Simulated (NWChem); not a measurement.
Everything below was run with NWChem. System: Be (+1), charge 1, spin multiplicity 2. Its SCF solution wasn't tested for a lower state. Level: UPBE/def2-TZVP.

The NWChem input:

```
start mol
memory heap 200 mb stack 900 mb global 1100 mb
charge 1
geometry units angstroms nocenter noautoz
  Be     0.000000     0.000000     0.000000
  symmetry group D2h
end
basis spherical
  * library def2-tzvp
end
dft
  xc xpbe96 cpbe96
  odft
  mult 2
  semidirect memsize 60000000 filesize 0
  iterations 100
end
task dft energy
```

Output (cleaned and shortened):

```
             Northwest Computational Chemistry Package (NWChem) 7.3.0
             --------------------------------------------------------

                                NWChem Input Module
                                -------------------

 Scaling coordinates for geometry "geometry" by  1.889725989
 (inverse scale =  0.529177249)

                             Geometry "geometry" -> ""
                             -------------------------

 Output coordinates in angstroms (scale by  1.889725989 to convert to a.u.)

  No.       Tag          Charge          X              Y              Z
 ---- ---------------- ---------- -------------- -------------- --------------
    1 Be                   4.0000     0.00000000     0.00000000     0.00000000

 Effective nuclear repulsion energy (a.u.)       0.0000000000

            Nuclear Dipole moment (a.u.)
            ----------------------------
        X                 Y               Z
 ---------------- ---------------- ----------------
     0.0000000000     0.0000000000     0.0000000000

      Symmetry information
      --------------------

 Group name             D2h
 Group number             26
 Group order               8
 No. of unique centers     1

      Symmetry unique atoms

     1


 Summary of "ao basis" -> "" (spherical)
 ------------------------------------------------------------------------------
       Tag                 Description            Shells   Functions and Types
 ---------------- ------------------------------  ------  ---------------------
 *                         def2-tzvp                  on all atoms

  pbe96 is a nonlocal functional; adding pw91lda local functional.

                                 NWChem DFT Module
                                 -----------------

 Summary of "ao basis" -> "ao basis" (spherical)
 ------------------------------------------------------------------------------
       Tag                 Description            Shells   Functions and Types
 ---------------- ------------------------------  ------  ---------------------
 Be                        def2-tzvp                 9       19   5s3p1d

 Summary of "ao basis" -> "ao basis" (spherical)
 ------------------------------------------------------------------------------
       Tag                 Description            Shells   Functions and Types
 ---------------- ------------------------------  ------  ---------------------
 Be                        def2-tzvp                 9       19   5s3p1d

      Symmetry analysis of basis
      --------------------------

        ag          7
        au          0
        b1g         1
        b1u         3
        b2g         1
        b2u         3
        b3g         1
        b3u         3

            General Information
            -------------------
          SCF calculation type: DFT
          Wavefunction type:  spin polarized.
          No. of atoms     :     1
          No. of electrons :     3
           Alpha electrons :     2
            Beta electrons :     1
          Charge           :     1
          Spin multiplicity:     2
          Use of symmetry is: on ; symmetry adaption is: on
          Maximum number of iterations: 100
          AO basis - number of functions:    19
                     number of shells:     9
          Convergence on energy requested:  1.00D-06
          Convergence on density requested:  1.00D-05
          Convergence on gradient requested:  5.00D-04

              XC Information
              --------------
[...]
  Symmetry fudging

 !! scf_movecs_sym_adapt:   13 vectors were symmetry contaminated

 !! scf_movecs_sym_adapt:   14 vectors were symmetry contaminated

  Symmetry fudging

 !! scf_movecs_sym_adapt:   13 vectors were symmetry contaminated

 d= 0,ls=0.0,diis     3    -14.2976795399 -2.07D-04  3.77D-06  1.62D-07     0.2
                                                     4.90D-06  1.04D-07

 !! scf_movecs_sym_adapt:   14 vectors were symmetry contaminated

  Symmetry fudging

 !! scf_movecs_sym_adapt:   13 vectors were symmetry contaminated

 !! scf_movecs_sym_adapt:   14 vectors were symmetry contaminated

  Symmetry fudging

 !! scf_movecs_sym_adapt:   13 vectors were symmetry contaminated

 d= 0,ls=0.0,diis     4    -14.2976795615 -2.15D-08  8.57D-07  2.83D-10     0.2
                                                     1.31D-07  7.53D-11

         Total DFT energy =      -14.297679561481
      One electron energy =      -17.612616645821
           Coulomb energy =        5.837926603324
    Exchange-Corr. energy =       -2.522989518984
 Nuclear repulsion energy =        0.000000000000

 Numeric. integr. density =        2.999999999942

     Total iterative time =      0.1s

                  Occupations of the irreducible representations
                  ----------------------------------------------

                     irrep           alpha         beta
                     --------     --------     --------
                     ag                2.0          1.0
                     au                0.0          0.0
                     b1g               0.0          0.0
                     b1u               0.0          0.0
                     b2g               0.0          0.0
                     b2u               0.0          0.0
                     b3g               0.0          0.0
                     b3u               0.0          0.0

                    DFT Final Alpha Molecular Orbital Analysis
                    ------------------------------------------

 Vector    1  Occ=1.000000D+00  E=-4.324487D+00  Symmetry=ag
              MO Center= -9.7D-31,  3.4D-27,  2.6D-25, r^2= 6.7D-02
   Bfn.  Coefficient  Atom+Function         Bfn.  Coefficient  Atom+Function
  ----- ------------  ---------------      ----- ------------  ---------------
     1      0.544552  1 Be s                  2      0.533204  1 Be s
     3      0.033991  1 Be s

 Vector    2  Occ=1.000000D+00  E=-5.312795D-01  Symmetry=ag
              MO Center=  7.8D-17, -3.5D-16,  1.1D-15, r^2= 1.7D+00
   Bfn.  Coefficient  Atom+Function         Bfn.  Coefficient  Atom+Function
  ----- ------------  ---------------      ----- ------------  ---------------
     3      0.750270  1 Be s                  4      0.347392  1 Be s
     2     -0.246106  1 Be s                  1     -0.141729  1 Be s

 Vector    3  Occ=0.000000D+00  E=-3.823635D-01  Symmetry=b2u
              MO Center= -4.4D-32,  3.5D-16, -4.5D-32, r^2= 1.9D+00
   Bfn.  Coefficient  Atom+Function         Bfn.  Coefficient  Atom+Function
  ----- ------------  ---------------      ----- ------------  ---------------
     7      0.832252  1 Be py                13     -0.233204  1 Be py
    10     -0.046417  1 Be py

 Vector    4  Occ=0.000000D+00  E=-3.823635D-01  Symmetry=b3u
              MO Center= -7.8D-17,  1.1D-32,  8.8D-33, r^2= 1.9D+00
   Bfn.  Coefficient  Atom+Function         Bfn.  Coefficient  Atom+Function
  ----- ------------  ---------------      ----- ------------  ---------------
     6      0.832252  1 Be px                12     -0.233204  1 Be px
     9     -0.046417  1 Be px

 Vector    5  Occ=0.000000D+00  E=-3.823635D-01  Symmetry=b1u
              MO Center=  1.4D-31,  1.4D-31, -1.1D-15, r^2= 1.9D+00
   Bfn.  Coefficient  Atom+Function         Bfn.  Coefficient  Atom+Function
  ----- ------------  ---------------      ----- ------------  ---------------
     8      0.832252  1 Be pz                14     -0.233204  1 Be pz
    11     -0.046417  1 Be pz

                     DFT Final Beta Molecular Orbital Analysis
                     -----------------------------------------

 Vector    1  Occ=1.000000D+00  E=-4.305633D+00  Symmetry=ag
              MO Center= -8.9D-28,  1.9D-28,  2.4D-31, r^2= 6.7D-02
   Bfn.  Coefficient  Atom+Function         Bfn.  Coefficient  Atom+Function
  ----- ------------  ---------------      ----- ------------  ---------------
     1      0.544124  1 Be s                  2      0.534477  1 Be s
     3      0.031212  1 Be s

 Vector    2  Occ=0.000000D+00  E=-3.857530D-01  Symmetry=ag
              MO Center=  1.9D-43, -5.6D-44, -2.3D-48, r^2= 1.7D+00
   Bfn.  Coefficient  Atom+Function         Bfn.  Coefficient  Atom+Function
  ----- ------------  ---------------      ----- ------------  ---------------
     3      0.833410  1 Be s                  2     -0.244519  1 Be s
     4      0.166212  1 Be s                  1     -0.150570  1 Be s
     5      0.133946  1 Be s

 Vector    3  Occ=0.000000D+00  E=-2.429609D-01  Symmetry=b3u
              MO Center=  8.9D-28, -1.1D-33,  3.9D-33, r^2= 1.9D+00
   Bfn.  Coefficient  Atom+Function         Bfn.  Coefficient  Atom+Function
  ----- ------------  ---------------      ----- ------------  ---------------
     6      0.825669  1 Be px                12     -0.239788  1 Be px
     9     -0.052958  1 Be px

 Vector    4  Occ=0.000000D+00  E=-2.429609D-01  Symmetry=b2u
              MO Center=  8.2D-34, -2.6D-28,  5.4D-34, r^2= 1.9D+00
   Bfn.  Coefficient  Atom+Function         Bfn.  Coefficient  Atom+Function
  ----- ------------  ---------------      ----- ------------  ---------------
     7      0.825669  1 Be py                13     -0.239788  1 Be py
    10     -0.052958  1 Be py

   alpha - beta orbital overlaps
   -----------------------------

   alpha      1      2      3      4      5      6      7      8      9     10
    beta      1      2      4      3      5      6      9      8      7     12
 overlap   1.000  0.999  1.000  1.000  1.000  0.993  1.000  1.000  1.000  1.000

   alpha     11     12     13     14     15     16     17     18     19
    beta     15     14     11     13     10     16     18     17     19
 overlap   1.000  0.868  1.000  0.868  0.992  1.000  1.000  1.000  1.000

     --------------------------
     Expectation value of S2:
     --------------------------
      <S2> =      0.7500 (Exact =     0.7500)

 Task  times  cpu:        0.2s     wall:        0.2s

 Total times  cpu:        0.2s     wall:        0.2s
```
